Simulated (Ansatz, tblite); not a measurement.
# The cluster Ge2Cl2: charged states by level of theory

What does removing or adding an electron cost or gain for the cluster Ge2Cl2? Each charged state is run at several levels.

The runs use Ansatz 0.2.0, Gaussian basis; as each input shows.

The runs, in order: charge +1 doublet, at the geometry of the singlet (PBE0-D4/def2-TZVP, PBE-D4/def2-TZVP, r2SCAN-D4/def2-TZVP); charge -1 doublet, at the geometry of the singlet (PBE0-D4/def2-TZVPD, PBE-D4/def2-TZVPD, r2SCAN-D4/def2-TZVPD); the starting singlet's energies come from earlier runs.

3 further runs of the same task are left out: 3 set aside as unsound or not needed. Runs told in other sessions of the task aren't counted.

## 1. The structure

The singlet was relaxed beforehand with PBE-D4/def2-SVP. At that level it is the lowest of the isomers that a small search found.

4 atoms, charge 0, spin multiplicity 1.

Atoms are counted from 1 here; the program's logs count them from 0.

Bond lengths: Ge1–Cl3 2.471 Å, Ge1–Cl4 2.470 Å, Ge2–Cl3 2.470 Å, Ge2–Cl4 2.471 Å. Angles: Cl3–Ge1–Cl4 83.3°, Cl3–Ge2–Cl4 83.3°, Ge1–Cl3–Ge2 61.5°, Ge1–Cl4–Ge2 61.5°.

## 2. Charge +1 doublet at the fixed geometry, PBE0-D4/def2-TZVP

in.yaml reads:

```yaml
crystal:
  periodic: [false, false, false]
  atoms:
    - {symbol: Ge, position_ang: [0.913473, -0.913745, 0.615313]}
    - {symbol: Ge, position_ang: [0.034663, 1.417156, 0.195819]}
    - {symbol: Cl, position_ang: [0.541497, -0.098768, -1.687604]}
    - {symbol: Cl, position_ang: [-1.489633, -0.404643, 0.876471]}
basis:
  gaussian: {orbitals: def2-TZVP}
total_charge: 1
magnetization: {spin_polarized: true, initial_magnetization: 1}
hamiltonian: {xc: pbe0, dispersion: d4}
scf: {omitted_lower_state_checks: [starts]}
output: {orbitals: {seedname: orbitals}}
```

On the command line:

```bash
$ ansatz run in.yaml --threads 4 --pin off --events-out ev --progress --plain --max-ram 4787MiB
```

What it wrote:

```text
Functional definition: PBE0
  name "PBE0"
  cite "Adamo & Barone, J. Chem. Phys. 110, 6158 (1999) doi:10.1063/1.478522"
  cite "Perdew, Burke & Ernzerhof, Phys. Rev. Lett. 77, 3865 (1996) doi:10.1103/PhysRevLett.77.3865"
  parent pbe
  parameter a = 0.25
  parameter kappa = 0.804
  parameter beta = 0.06672455060314922
  exchange = (1 - a)*pbe_x(kappa = kappa, mu = beta*pi^2/3) + a*exact_x
  correlation = pbe_c(beta = beta)
these checks for a lower state are left out or cut short: starts
1078 factors; integrals over basis functions are off by at most 9.6e-4 eV
mean field evaluation 1: about -138049.0715 eV, gradient 3.1e1 eV
mean field evaluation 2: about -138021.6087 eV, gradient 7.2e1 eV
mean field evaluation 4: about -138054.1914 eV, gradient 3.5e0 eV
mean field evaluation 8: about -138054.3458 eV, gradient 2.3e-1 eV
mean field evaluation 16: about -138054.3463 eV, gradient 5.8e-4 eV
mean field -138054.34625252 eV, -5073.4036481834 hartree, gradient 2.9e-5 eV, S^2 0.757843; 0 other end points of the search recorded, 0 dependent functions left out
reference -138054.34627867 eV, -5073.4036491444 hartree; 49, 48 occupied and 121, 122 virtual orbitals, 1078 factors
Total energy: -138054.50959080 eV, -5073.4096507545 hartree
Checks for a lower state left out: starts
```

Run time: 4.6 s. Hardware: 4 threads of Arm Neoverse V2, shared host; peak memory 0.66 GiB.

HOMO -12.52 eV, LUMO -9.75 eV (over both spins); ⟨S²⟩ 0.758 (pure: 0.75).

## 3. Charge +1 doublet at the fixed geometry, PBE-D4/def2-TZVP

start.molden holds the orbitals of an earlier run on this state, given as this run's starting guess.

Edit in.yaml of step 2 so:

```diff
@@ -8,6 +8,6 @@
 basis:
-  gaussian: {orbitals: def2-TZVP}
+  gaussian: {orbitals: def2-TZVP, initial_orbitals: start.molden}
 total_charge: 1
 magnetization: {spin_polarized: true, initial_magnetization: 1}
-hamiltonian: {xc: pbe0, dispersion: d4}
+hamiltonian: {xc: pbe, dispersion: d4}
 scf: {omitted_lower_state_checks: [starts]}
```

Launched as before.

What it wrote:

```text
Functional definition: PBE
  name "PBE"
  cite "Perdew, Burke & Ernzerhof, Phys. Rev. Lett. 77, 3865 (1996) doi:10.1103/PhysRevLett.77.3865"
  parent pbe
  parameter kappa = 0.804
  parameter beta = 0.06672455060314922
  exchange = pbe_x(kappa = kappa, mu = beta*pi^2/3)
  correlation = pbe_c(beta = beta)
these checks for a lower state are left out or cut short: starts
1228 factors; their error is unknown
mean field evaluation 1: about -138049.8177 eV, gradient 1.1e1 eV
mean field evaluation 2: about -138049.9707 eV, gradient 2.2e-1 eV
mean field evaluation 4: about -138049.9500 eV, gradient 3.2e-2 eV
mean field -138049.95000459 eV, -5073.2420890518 hartree, gradient 6.0e-5 eV, S^2 0.753438; 0 other end points of the search recorded, 0 dependent functions left out
reference -138049.95003921 eV, -5073.2420903242 hartree; 49, 48 occupied and 121, 122 virtual orbitals, 1228 factors
Total energy: -138050.14353936 eV, -5073.2492013234 hartree
Checks for a lower state left out: starts
```

Wall time 2.2 s (4 threads of Arm Neoverse V2, shared host).

HOMO -11.46 eV, LUMO -10.50 eV (over both spins); ⟨S²⟩ 0.753 (pure: 0.75).

## 4. Charge +1 doublet at the fixed geometry, r2SCAN-D4/def2-TZVP

Edit in.yaml of step 3 so:

```diff
@@ -11,3 +11,3 @@
 magnetization: {spin_polarized: true, initial_magnetization: 1}
-hamiltonian: {xc: pbe, dispersion: d4}
+hamiltonian: {xc: r2scan, dispersion: d4}
 scf: {omitted_lower_state_checks: [starts]}
```

Launched as before.

What it wrote:

```text
Functional definition: r2SCAN
  name "r2SCAN"
  cite "Furness, Kaplan, Ning, Perdew & Sun, J. Phys. Chem. Lett. 11, 8208 (2020) doi:10.1021/acs.jpclett.0c02405"
  cite "Furness, Kaplan, Ning, Perdew & Sun, J. Phys. Chem. Lett. 11, 9248 (2020) doi:10.1021/acs.jpclett.0c03077"
  parent r2scan
  parameter k0 = 0.174
  parameter k1 = 0.065
  parameter a1 = 4.9479
  exchange = r2scan_x(k0 = k0, k1 = k1, a1 = a1)
  correlation = r2scan_c
these checks for a lower state are left out or cut short: starts
1228 factors; their error is unknown
mean field evaluation 1: about -138074.5608 eV, gradient 8.0e0 eV
mean field evaluation 2: about -138074.6261 eV, gradient 1.0e-1 eV
mean field evaluation 4: about -138074.6055 eV, gradient 3.4e-4 eV
mean field -138074.60554086 eV, -5074.1481632977 hartree, gradient 2.2e-5 eV, S^2 0.761036; 0 other end points of the search recorded, 0 dependent functions left out
reference -138074.60555159 eV, -5074.1481636917 hartree; 49, 48 occupied and 121, 122 virtual orbitals, 1228 factors
Total energy: -138074.64208553 eV, -5074.1495062894 hartree
Checks for a lower state left out: starts
```

Run time: 6.5 s. Hardware: 4 threads of Arm Neoverse V2, shared host.

Report: HOMO -11.88 eV, LUMO -10.34 eV (over both spins); ⟨S²⟩ 0.761 (pure: 0.75).

## 5. Vertical ionisation energy

Charged state less starting state, singlet to doublet; the starting state's energies are those of its earlier runs.

```csv
level,vertical ionisation energy (eV),time
PBE-D4/def2-TZVP,+7.80,3.6 s
r2SCAN-D4/def2-TZVP,+7.89,11 s
PBE0-D4/def2-TZVP,+7.90,7.5 s
```

Times add the two runs; a level without a time comes out of a correlated run.

Beside −ε(HOMO) of the starting state:

```csv
level,−ε(HOMO) (eV),by difference (eV),mismatch (eV)
PBE-D4/def2-TZVP,5.06,7.80,-2.74
r2SCAN-D4/def2-TZVP,5.33,7.89,-2.56
PBE0-D4/def2-TZVP,6.00,7.90,-1.90
```

## 6. Charge -1 doublet at the fixed geometry, PBE0-D4/def2-TZVPD

Edit in.yaml of step 4 so:

```diff
@@ -8,6 +8,6 @@
 basis:
-  gaussian: {orbitals: def2-TZVP, initial_orbitals: start.molden}
-total_charge: 1
+  gaussian: {orbitals: def2-TZVPD}
+total_charge: -1
 magnetization: {spin_polarized: true, initial_magnetization: 1}
-hamiltonian: {xc: r2scan, dispersion: d4}
+hamiltonian: {xc: pbe0, dispersion: d4}
 scf: {omitted_lower_state_checks: [starts]}
```

Launched as before.

What it wrote, shortened:

```text
Functional definition: PBE0
  name "PBE0"
  cite "Adamo & Barone, J. Chem. Phys. 110, 6158 (1999) doi:10.1063/1.478522"
  cite "Perdew, Burke & Ernzerhof, Phys. Rev. Lett. 77, 3865 (1996) doi:10.1103/PhysRevLett.77.3865"
  parent pbe
[...]
1468 factors; their error is unknown
[...]
mean field -138062.69732652 eV, -5073.7105444923 hartree, gradient 7.1e-6 eV, S^2 0.753720; 0 other end points of the search recorded, 0 dependent functions left out
reference -138062.69735788 eV, -5073.7105456445 hartree; 50, 49 occupied and 150, 151 virtual orbitals, 1468 factors
Total energy: -138062.87706912 eV, -5073.7171499111 hartree
Checks for a lower state left out: starts
```

It took 15 s on 4 threads of Arm Neoverse V2, shared host; peak memory 1.1 GiB.

Report: HOMO 1.10 eV, LUMO 2.63 eV (over both spins); ⟨S²⟩ 0.754 (pure: 0.75). Doubts: highest occupied level lies above zero.

## 7. Charge -1 doublet at the fixed geometry, PBE-D4/def2-TZVPD

Edit in.yaml of step 6 so:

```diff
@@ -8,6 +8,6 @@
 basis:
-  gaussian: {orbitals: def2-TZVPD}
+  gaussian: {orbitals: def2-TZVPD, initial_orbitals: start.molden}
 total_charge: -1
 magnetization: {spin_polarized: true, initial_magnetization: 1}
-hamiltonian: {xc: pbe0, dispersion: d4}
+hamiltonian: {xc: pbe, dispersion: d4}
 scf: {omitted_lower_state_checks: [starts]}
```

The command is unchanged.

What it wrote:

```text
Functional definition: PBE
  name "PBE"
  cite "Perdew, Burke & Ernzerhof, Phys. Rev. Lett. 77, 3865 (1996) doi:10.1103/PhysRevLett.77.3865"
  parent pbe
  parameter kappa = 0.804
  parameter beta = 0.06672455060314922
  exchange = pbe_x(kappa = kappa, mu = beta*pi^2/3)
  correlation = pbe_c(beta = beta)
these checks for a lower state are left out or cut short: starts
1306 factors; their error is unknown
mean field evaluation 1: about -138058.1394 eV, gradient 1.1e1 eV
mean field evaluation 2: about -138058.2902 eV, gradient 2.2e-1 eV
mean field evaluation 4: about -138058.2791 eV, gradient 3.1e-2 eV
mean field evaluation 8: about -138058.2791 eV, gradient 2.8e-5 eV
mean field -138058.27907619 eV, -5073.5481767873 hartree, gradient 6.8e-6 eV, S^2 0.752213; 0 other end points of the search recorded, 0 dependent functions left out
reference -138058.27911624 eV, -5073.5481782593 hartree; 50, 49 occupied and 150, 151 virtual orbitals, 1306 factors
Total energy: -138058.49202895 eV, -5073.5560026569 hartree
Checks for a lower state left out: starts
```

Wall time 4 s (4 threads of Arm Neoverse V2, shared host).

Report: HOMO 1.64 eV, LUMO 1.93 eV (over both spins); ⟨S²⟩ 0.752 (pure: 0.75). Doubts: highest occupied level lies above zero.

## 8. Charge -1 doublet at the fixed geometry, r2SCAN-D4/def2-TZVPD

Edit in.yaml of step 7 so:

```diff
@@ -11,3 +11,3 @@
 magnetization: {spin_polarized: true, initial_magnetization: 1}
-hamiltonian: {xc: pbe, dispersion: d4}
+hamiltonian: {xc: r2scan, dispersion: d4}
 scf: {omitted_lower_state_checks: [starts]}
```

Launched as before.

What it wrote:

```text
Functional definition: r2SCAN
  name "r2SCAN"
  cite "Furness, Kaplan, Ning, Perdew & Sun, J. Phys. Chem. Lett. 11, 8208 (2020) doi:10.1021/acs.jpclett.0c02405"
  cite "Furness, Kaplan, Ning, Perdew & Sun, J. Phys. Chem. Lett. 11, 9248 (2020) doi:10.1021/acs.jpclett.0c03077"
  parent r2scan
  parameter k0 = 0.174
  parameter k1 = 0.065
  parameter a1 = 4.9479
  exchange = r2scan_x(k0 = k0, k1 = k1, a1 = a1)
  correlation = r2scan_c
these checks for a lower state are left out or cut short: starts
1306 factors; their error is unknown
mean field evaluation 1: about -138082.9604 eV, gradient 8.1e0 eV
mean field evaluation 2: about -138083.0286 eV, gradient 1.3e-1 eV
mean field evaluation 4: about -138083.0179 eV, gradient 2.1e-3 eV
mean field evaluation 8: about -138083.0179 eV, gradient 4.0e-5 eV
mean field -138083.01794951 eV, -5074.4573136133 hartree, gradient 4.6e-6 eV, S^2 0.756119; 0 other end points of the search recorded, 0 dependent functions left out
reference -138083.01797866 eV, -5074.4573146844 hartree; 50, 49 occupied and 150, 151 virtual orbitals, 1306 factors
Total energy: -138083.05821605 eV, -5074.4587933812 hartree
Checks for a lower state left out: starts
```

It took 24 s on 4 threads of Arm Neoverse V2, shared host; peak memory 0.69 GiB.

From the report: HOMO 1.55 eV, LUMO 2.13 eV (over both spins); ⟨S²⟩ 0.756 (pure: 0.75). Doubts: highest occupied level lies above zero.

## 9. Vertical electron affinity

Starting state less charged state (positive: the electron is bound), singlet to doublet; the starting state's energies are those of its earlier runs.

```csv
level,vertical electron affinity (eV),time
PBE-D4/def2-TZVPD,+0.48,6.3 s
r2SCAN-D4/def2-TZVPD,+0.47,29 s
PBE0-D4/def2-TZVPD,+0.42,19 s
```

Times add the two runs; a level without a time comes out of a correlated run.

Beside −ε(LUMO) of the starting state:

| level | −ε(LUMO) (eV) | by difference (eV) | mismatch (eV) |
| --- | --- | --- | --- |
| PBE-D4/def2-TZVPD | 2.71 | 0.48 | +2.22 |
| r2SCAN-D4/def2-TZVPD | 2.55 | 0.47 | +2.07 |
| PBE0-D4/def2-TZVPD | 1.95 | 0.42 | +1.53 |

## 10. Summary of results

| quantity | value |
| --- | --- |
| vertical ionisation energy, functionals in def2-TZVP | 7.80 (PBE-D4) to 7.90 eV (PBE0-D4) |
| vertical electron affinity, functionals in def2-TZVPD | 0.42 (PBE0-D4) to 0.48 eV (PBE-D4) |

**Reading.** The vertical ionisation energy spans 7.80 to 7.90 eV over the functionals. −ε(HOMO) misses the level's own difference by -1.90 eV at best (PBE0-D4) and -2.74 eV at worst (PBE-D4). The vertical electron affinity spans 0.42 to 0.48 eV over the functionals. The anion's highest level lies above zero where self-interaction lifts it, so diffuse functions weigh on these values. −ε(LUMO) misses the level's own difference by +1.53 eV at best (PBE0-D4) and +2.22 eV at worst (PBE-D4).

The anion's highest level is positive in at least one run, so there the basis alone may hold the extra electron.
